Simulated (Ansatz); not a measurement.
**OF₂, singlet in 6-31G: errors against RCCSDTQ**

Geometry: MP2(full)/6-31G*, from the G2/97 set.

| atom | x (Å) | y (Å) | z (Å) |
| --- | --- | --- | --- |
| F | 0.0000 | 1.1106 | -0.2636 |
| O | 0.0000 | 0.0000 | 0.6260 |
| F | 0.0000 | -1.1106 | -0.2636 |

Basis 6-31G; Ansatz 0.2.0. Only valence electrons are correlated (noble-gas cores frozen), which leaves 20 electrons in 24 orbitals. Prefix R: restricted or restricted open-shell reference; prefix U: unrestricted. Active spaces: valence = (20e, 12o) chosen from the atoms' valence shells.

Full CI isn't at hand for all of this; RCCSDTQ serves as the reference, and is uncertain by about the last step of the cluster series. The frozen core follows each run's orbitals, which can shift R against U totals by a few meV.

Unrestricted rows (U) aren't spin-pure: their determinants' ⟨S²⟩ exceeds S(S+1) by up to 0.22, so they mix in states of higher spin. HF rows are the lowest solutions found. Coupled cluster chose its determinant by trial CCSD, here up to 0.11 eV above the lowest Hartree–Fock solution of its kind, and MP2 stands on that determinant too.

```
UHF ⟨S²⟩                            : 0.413
⟨S²⟩ of the determinant under UCCSD : 0.216
T1 diagnostic (RCCSD)               : 0.0159
largest doubles amplitude (RCCSD)   : 0.080
```

| level | E − E(RHF) (eV) |
| --- | --- |
| RMP2 | -10.8346 |
| UMP2 | -10.1221 |
| RCCSD | -10.9377 |
| UCCSD | -10.9421 |
| RCCSD(T) | -11.2325 |
| UCCSD(T) | -11.2174 |

(1) Estimate how far RCCSDTQ in 6-31G lies from RCCSD(T). The table doesn't fix it; the size of (T) and the diagnostics are the guide.

(1) RCCSDTQ in 6-31G lies 2.50 mEh below RCCSD(T), which is 23 % of the (T) step (-10.83 mEh). RHF is unstable towards spin polarisation, but (T) still catches most of what CCSD lacks. The miss exceeds 1 kcal/mol.

The other levels:

| level | E − E(RCCSDTQ) (mEh) | share of correlation (%) | wall time |
| --- | --- | --- | --- |
| CISD | 52.37 | 87.39 | 0.81 s |
| BCCD(T) | 2.61 | 99.37 | 0.36 s |
| RCCSDT | 2.13 | 99.49 | – |
| UCCSDT | 2.11 | 99.49 | – |
| CISDTQ | 3.95 | 99.05 | 8.5 s (H100) |
| RCCSDT(Q) | -0.31 | 100.07 | 2.8 s |
| UCCSDT(Q) | -0.33 | 100.08 | 12 s |
| UCCSDTQ | -0.01 | 100.00 | 80 s (H100) |
| CASSCF (valence space) | 269.34 | 35.14 | – |
| NEVPT2 (valence space) | 40.68 | 90.20 | 1.7 s |
| MRCISD (valence space) | 21.03 | 94.94 | – |
| MRCISD+Q (valence space) | 5.94 | 98.57 | 4.5 s (H100) |

The correlation energy at RCCSDTQ, counted from RHF, is -11.301 eV. That run took 7.5 s on 5 threads of AMD EPYC 7R13 with a whole H100 80 GB, shared host.

Run but not shown, since their state or frozen core can't be matched to the reference's or they repeat it: UHF.

Times hold each run's SCF and search for its determinant on a shared host, so for small cases they say little of a method's own cost; rows without a card ran on 1 thread of AMD EPYC 7R13.

Natural occupations of CASSCF (valence space) about the gap: 1.997 1.994 1.993 1.898 1.894 0.120 0.109; effectively unpaired electrons, Σ n²(2−n)², 0.17.

Atomization energy (electronic, same basis, no zero-point term; atoms at the same level, unrestricted beside the R rows where the molecule is a closed shell, with restricted open-shell steps beyond CCSDT(Q)) at RCCSDTQ: 171.5 kJ/mol. Errors of other levels:

```tsv
level	error (kJ/mol)
RHF	-487.2
RMP2	11.5
UMP2	-57.3
CISD	-122.4
RCCSD	-30.8
UCCSD	-30.4
RCCSD(T)	-5.7
UCCSD(T)	-7.1
BCCD(T)	-5.8
RCCSDT	-5.2
UCCSDT	-5.1
CISDTQ	-9.9
RCCSDT(Q)	0.8
UCCSDT(Q)	0.9
UCCSDTQ	0.0
CASSCF (valence space)	-95.2
NEVPT2 (valence space)	41.3
MRCISD (valence space)	-40.0
MRCISD+Q (valence space)	-12.2
```

This basis is far from its limit, so the value isn't to be set against a measured one. Truncated CI isn't size-consistent, which counts against it in atomization.
